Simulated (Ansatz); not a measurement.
Basis-set extrapolation for `[SiH2]1SS1` (PBE0-D4/def2-TZVP geometry, frozen core, Ansatz 0.2.0). Multiplicity 1, RHF reference.

|  | def2-TZVPP | def2-QZVPP |
| --- | --- | --- |
| HF | -1085.217031 | -1085.248487 |
| MP2 correlation | -0.460952 | -0.502608 |
| CCSD(T) correlation | -0.526416 | -0.565940 |

Energies in hartree. Use E(X) = E(∞) + A·exp(−7.88·√X) for Hartree–Fock and E(X) = E(∞) + B·X^(−2.97) for correlation, with X = 3 and 4.

**Question.** What is the CCSD(T) energy at the basis-set limit?

**Answer.** HF limit: -1085.248487 + (-0.031456) × 0.13774 = -1085.25282. Correlation limit: -0.565940 + (-0.039524) × 0.74074 = -0.59522. Total: -1085.84804 hartree, 2.85 eV below CCSD(T)/def2-TZVPP.
